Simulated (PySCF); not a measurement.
Gas-phase reaction: 4 SiH₄ = 2 Si₂H₅ + 3 H₂

Computed with PySCF and rigid-rotor harmonic-oscillator thermochemistry at 1 bar. † marks an energy on the PBE0/def2-TZVP geometry and frequencies; other levels use their own. CCSD(T) freezes the core. 6-31G* has spherical d functions here. Open shells (unrestricted): Si₂H₅ (multiplicity 2); the rest are closed-shell singlets. B3LYP is the form with VWN-RPA correlation. Si₂H₅: computed as isolated molecules; such fragments, hydroxides, amides, oligomers or adducts are transient or little studied in the gas. CCSD(T) isn't extrapolated to the basis-set limit; its ΔH°(298 K) is 356.9 kJ in def2-SVP and 338.6 kJ in def2-TZVPP. The harmonic model lacks anharmonicity and excited electronic states, which grow with temperature; levels with a mode under 35 cm⁻¹ are left out. Internal rotation in Si₂H₅ is treated as a harmonic vibration of one conformer, which makes the entropy rough.

```json
[
 {"level": "B3LYP/def2-TZVP†", "ΔE electronic, kJ": "365", "ΔH°(298 K), kJ": "339", "ΔS°(298 K), J/K": "157", "ΔG°(800 K), kJ": "198"},
 {"level": "CCSD(T)/def2-SVP†", "ΔE electronic, kJ": "382", "ΔH°(298 K), kJ": "357", "ΔS°(298 K), J/K": "157", "ΔG°(800 K), kJ": "216"},
 {"level": "HF/6-31G*", "ΔE electronic, kJ": "364", "ΔH°(298 K), kJ": "334", "ΔS°(298 K), J/K": "152", "ΔG°(800 K), kJ": "196"},
 {"level": "PBE/def2-TZVP†", "ΔE electronic, kJ": "316", "ΔH°(298 K), kJ": "291", "ΔS°(298 K), J/K": "157", "ΔG°(800 K), kJ": "149"},
 {"level": "PBE0/def2-QZVP†", "ΔE electronic, kJ": "336", "ΔH°(298 K), kJ": "310", "ΔS°(298 K), J/K": "157", "ΔG°(800 K), kJ": "169"},
 {"level": "PBE0/def2-SVP†", "ΔE electronic, kJ": "352", "ΔH°(298 K), kJ": "327", "ΔS°(298 K), J/K": "157", "ΔG°(800 K), kJ": "185"}
]
```
ΔH° is lowest at PBE/def2-TZVP† and highest at CCSD(T)/def2-SVP†. No reference value is set beside these.
